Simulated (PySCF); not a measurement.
Compound: cyclopropanecarboxamide, C4H7NO.
Cartesian coordinates in Å at the PBE0-D3(BJ)/def2-SVP level; atoms count from 1:
```xyz
13
C4H7NO angstrom
N      1.6159    1.5275    0.0526
C      0.6183    0.7484    0.5455
O      0.2697    0.7908    1.7102
C     -0.0265   -0.1671   -0.4463
C     -0.5131   -1.4921    0.0840
C     -1.4982   -0.4322   -0.2523
H      2.0871    2.1590    0.6863
H      1.9104    1.4838   -0.9108
H      0.3539   -0.1397   -1.4715
H     -0.3180   -1.6745    1.1438
H     -0.4233   -2.3597   -0.5741
H     -2.1124   -0.5429   -1.1492
H     -1.9637    0.0988    0.5818
```

Computed, not measured: TDDFT CAM-B3LYP/def2-SVPD, vertical, gas phase, core orbitals frozen in the response (PySCF 2.14.0, density-fitted response routines).

```json
{"state": "S1", "E (eV)": "5.87", "E (hartree)": "0.2158", "f": "0.0001", "symmetry": "–", "main configurations (H = HOMO, L = LUMO)": "H→L+1 (91%)"}
{"state": "S2", "E (eV)": "7.22", "E (hartree)": "0.2653", "f": "0.012", "symmetry": "A″", "main configurations (H = HOMO, L = LUMO)": "H-1→L (81%), H-1→L+2 (10%)"}
{"state": "S3", "E (eV)": "7.32", "E (hartree)": "0.2690", "f": "0.029", "symmetry": "A′", "main configurations (H = HOMO, L = LUMO)": "H→L (69%), H-1→L+1 (16%)"}
{"state": "S4", "E (eV)": "7.71", "E (hartree)": "0.2834", "f": "0.138", "symmetry": "A′", "main configurations (H = HOMO, L = LUMO)": "H-1→L+1 (62%), H→L (21%)"}
{"state": "S5", "E (eV)": "8.05", "E (hartree)": "0.2959", "f": "0.017", "symmetry": "A′", "main configurations (H = HOMO, L = LUMO)": "H→L+3 (61%), H-2→L+1 (23%)"}
{"state": "S6", "E (eV)": "8.09", "E (hartree)": "0.2974", "f": "0.0002", "symmetry": "–", "main configurations (H = HOMO, L = LUMO)": "H-2→L (76%), H-2→L+2 (10%)"}
{"state": "S7", "E (eV)": "8.23", "E (hartree)": "0.3024", "f": "0.366", "symmetry": "A′", "main configurations (H = HOMO, L = LUMO)": "H-2→L+1 (64%), H→L+3 (19%)"}
{"state": "S8", "E (eV)": "8.30", "E (hartree)": "0.3049", "f": "0.0002", "symmetry": "–", "main configurations (H = HOMO, L = LUMO)": "H-1→L+3 (54%), H-1→L+2 (15%), H-1→L+6 (13%)"}
{"state": "S9", "E (eV)": "8.41", "E (hartree)": "0.3091", "f": "0.011", "symmetry": "A′", "main configurations (H = HOMO, L = LUMO)": "H→L+2 (48%), H-3→L (22%), H-3→L+2 (13%)"}
{"state": "S10", "E (eV)": "8.51", "E (hartree)": "0.3128", "f": "0.0018", "symmetry": "–", "main configurations (H = HOMO, L = LUMO)": "H-3→L+1 (49%), H→L+4 (43%)"}
```

Triplets (Tamm–Dancoff): T1 5.44 eV, H→L+1 (90%); T2 5.72 eV, H-1→L+1 (87%); T3 6.92 eV, H-1→L (75%), H-1→L+2 (13%); T4 7.24 eV, H-2→L+1 (76%), H→L (12%).

The lowest singlet lies at 5.87 eV (211 nm, ultraviolet) and is dark (f under 0.0005); its leading configuration is HOMO→LUMO+1 (91%). The strongest level in the table is S7 at 8.23 eV (151 nm, f = 0.366). S1 has the pattern of n→π* at C=O. The listed states span 2.64 eV, and the widest gap between neighbours is 1.35 eV (S1 to S2). The oscillator strengths of these states sum to 0.575; summed over the whole spectrum of an exact calculation they would give the number of electrons, 46 (Thomas–Reiche–Kuhn). Orbital energies (eV): HOMO-3 -10.31, HOMO-2 -9.92, HOMO-1 -9.33, HOMO -8.95, LUMO 1.21, LUMO+1 1.70, LUMO+2 1.87. The vertical ionisation energy (ΔSCF) is 9.81 eV, 1.30 eV above S10. Symmetry labels in Cs follow from the direction of the transition dipole and are given only for states with f of 0.002 or more. Singlets were solved by full linear response, triplets in the Tamm–Dancoff approximation.

One conformer stands for the species.
